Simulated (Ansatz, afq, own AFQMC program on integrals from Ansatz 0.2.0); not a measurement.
AFQMC on a folder of integrals that Ansatz 0.2.0 wrote.

```yaml
crystal:
  periodic: [false, false, false]
  atoms:
    - {symbol: Mg, position_ang: [0.000000, 0.000000, 0.000000]}
    - {symbol: Mg, position_ang: [0.000000, 0.000000, 3.042000]}
basis:
  gaussian: {orbitals: cc-pVDZ}
total_charge: 1
magnetization: {spin_polarized: false, initial_magnetization: 1}
correlation: {method: ccsd_t, electrons: outside_noble_gas, hamiltonian_folder: ham}
```

```sh
$ ansatz run in.yaml --threads 1 --pin off --events-out ev --progress --plain --max-ram 1843MiB
```

afq runs on the folder ham with

```
--method phaseless --trial cisd --walkers 100 --populations 1 --least-time 40 --time-step 0.005 --steps-per-block 50 --equilibration-blocks 28 --max-blocks 300 --target-error 0.00021 --factor-cut 1e-05 --start spin_pure --seed 2442 --release-times 0.24,0.51,0.99,1.62,2.4 --release-step 0.03 --release-every 4 --taylor-order 6
```

Times are imaginary, in 1/Eh. The walk had a cap of 499 s.

Output of the walk:

```
orbitals 26  electrons 2 1  factors 173 of 328
reference energy -399.00557712 Eh
CCSD correlation -0.04516425 Eh in 11 cycles, weight of the determinant in the CISD state 0.9125
energy of the start -399.050741 Eh
 block  time / (1/Eh)  mean weight  energy / Eh
     1     0.250  1.0001  -399.050734
     2     0.500  1.0002  -399.050766
     3     0.750  1.0003  -399.050822
     4     1.000  0.9999  -399.050943
     5     1.250  0.9993  -399.050940
     8     2.000  1.0003  -399.051183
    13     3.250  1.0003  -399.051686
    25     6.250  0.9996  -399.052313
    37     9.250  1.0003  -399.051817
    49    12.250  0.9995  -399.051330
    61    15.250  1.0008  -399.051585
    73    18.250  1.0005  -399.050654
    85    21.250  0.9987  -399.051698
    97    24.250  1.0003  -399.052301
   109    27.250  1.0000  -399.051953
   121    30.250  1.0005  -399.051685
   133    33.250  1.0005  -399.050946
   145    36.250  1.0006  -399.051879
   149    37.250  0.9994  -399.053173
   157    39.250  1.0001  -399.051095
   169    42.250  0.9998  -399.052461
   181    45.250  1.0000  -399.052210
   185    46.250  1.0002  -399.051974
blocks merged  error / Eh  count
     1  0.000038  160
     2  0.000050  80
     4  0.000067  40
     8  0.000082  20
    16  0.000098  10
released: time / (1/Eh)  energy / Eh  error  mean overlap
  0.24  -399.051736  0.000103  1.0042
  0.51  -399.051715  0.000085  1.0048
  0.99  -399.051734  0.000082  1.0058
  1.62  -399.051819  0.000062  1.0118
  2.40  -399.051881  0.000055  1.0196
energy -399.051671 +/- 0.000082 Eh
(rows thinned)
```

The run passed its tests (sampling time, drift between the halves within three errors, error under three times the target), which doesn't prove that it has relaxed.

Against this walk (error 2.2 meV) on the same determinant: CCSD(T) 1.6 meV higher (within the noise), full CI 6.7 meV lower. The error is statistical and leaves out the bias of the constraint. Released to 2.40 1/Eh the energy lies 6 ± 3 meV (both errors) below the phaseless value, which shows part or all of the bias of the constraint, and full CI lies 1.0 meV below the released value.

Cautions: constraint bias not in the error; a spin-contaminated unrestricted determinant lies lower (UHF 285 meV lower, ⟨S²⟩ 0.92); the determinant is a saddle point among determinants of its kind; raised T1 diagnostic (T1 0.048, weight of the determinant 0.91, largest double 0.14); the bias of populations of 100 walkers isn't removed.

The walk took 88 s on 1 thread of Arm Neoverse V1 (shared host). The log's last line is the phaseless energy.

A walk keeps the symmetry of its determinant, which the program's search chose and which needn't be the lowest solution, so a lower state of the same spin and another symmetry isn't excluded.
